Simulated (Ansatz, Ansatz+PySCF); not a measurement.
```yaml
atoms:
  - { symbol: C, position_ang: [0.0056, -0.0081, -1.1177] }
  - { symbol: Cl, position_ang: [0.0021, -0.0012, 0.6657] }
  - { symbol: H, position_ang: [0.0008, -1.0269, -1.4763] }
  - { symbol: H, position_ang: [-0.9012, 0.5092, -1.4809] }
  - { symbol: H, position_ang: [0.8932, 0.5196, -1.4698] }
```

RHF-MP2 on singlet CH₃Cl was run in several spherical basis sets with Ansatz (development build ahead of 0.2.0). Frozen core: 6 orbitals.

Question: Rank the basis sets by the total energy that they give, lowest first, with the distance from the lowest.
A. def2-SVP
B. 6-31G(d)
C. def2-TZVP
D. cc-pVDZ
E. STO-3G
F. cc-pVTZ

Answer: F (0.00 eV), C (0.51 eV), D (3.18 eV), B (4.64 eV), A (8.22 eV), E (156.04 eV).

Totals follow the description of the cores as much as that of the bonds, so this order isn't one of quality for chemistry.
